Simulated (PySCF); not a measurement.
C2H4. Atoms are numbered in the order given.

```xyz
6

C      0.0000     0.0000    -0.6628
C      0.0000     0.0000     0.6628
H      0.0000    -0.9234    -1.2322
H      0.0000     0.9234    -1.2322
H      0.0000     0.9234     1.2322
H      0.0000    -0.9234     1.2322
```

Coordinates come from a r2SCAN-D4/def2-TZVP optimisation.

Method: PySCF 2.14.0 with TDA-M06-2X/def2-TZVPD.

Vertical excitations.  State labels are in the subgroup D2h.

Computed UV-visible absorptions:
```json
[
 {"state": "S1", "symmetry": "B3u", "energy (eV)": "7.34", "λ (nm)": "169", "f": "0.076", "main pairs": "HOMO→LUMO 97 %"},
 {"state": "S2", "symmetry": "B2g", "energy (eV)": "7.97", "λ (nm)": "156", "f": "0.000", "main pairs": "HOMO→LUMO+2 98 %"},
 {"state": "S3", "symmetry": "B1g", "energy (eV)": "8.00", "λ (nm)": "155", "f": "0.000", "main pairs": "HOMO−1→LUMO+1 86 %"},
 {"state": "S4", "symmetry": "B1u", "energy (eV)": "8.32", "λ (nm)": "149", "f": "0.510", "main pairs": "HOMO→LUMO+1 92 %"},
 {"state": "S5", "symmetry": "B1g", "energy (eV)": "8.50", "λ (nm)": "146", "f": "0.000", "main pairs": "HOMO→LUMO+3 86 %"},
 {"state": "S6", "symmetry": "B2g", "energy (eV)": "9.38", "λ (nm)": "132", "f": "0.000", "main pairs": "HOMO−2→LUMO+1 95 %"},
 {"state": "S7", "symmetry": "B3g", "energy (eV)": "9.50", "λ (nm)": "131", "f": "0.000", "main pairs": "HOMO−1→LUMO 97 %"},
 {"state": "S8", "symmetry": "B3u", "energy (eV)": "9.64", "λ (nm)": "129", "f": "0.083", "main pairs": "HOMO→LUMO+5 94 %"},
 {"state": "S9", "symmetry": "Au", "energy (eV)": "9.86", "λ (nm)": "126", "f": "0.000", "main pairs": "HOMO→LUMO+4 97 %"},
 {"state": "S10", "symmetry": "B2u", "energy (eV)": "10.11", "λ (nm)": "123", "f": "0.099", "main pairs": "HOMO−1→LUMO+2 97 %"},
 {"state": "T1", "symmetry": "B1u", "energy (eV)": "4.89", "λ (nm)": "253", "f": "0", "main pairs": "HOMO→LUMO+1 95 %"},
 {"state": "T2", "symmetry": "B3u", "energy (eV)": "7.39", "λ (nm)": "168", "f": "0", "main pairs": "HOMO→LUMO 96 %"},
 {"state": "T3", "symmetry": "B1g", "energy (eV)": "7.66", "λ (nm)": "162", "f": "0", "main pairs": "HOMO−1→LUMO+1 97 %"},
 {"state": "T4", "symmetry": "B2g", "energy (eV)": "7.93", "λ (nm)": "156", "f": "0", "main pairs": "HOMO→LUMO+2 97 %"}
]
```
Triplets are in the Tamm–Dancoff approximation.
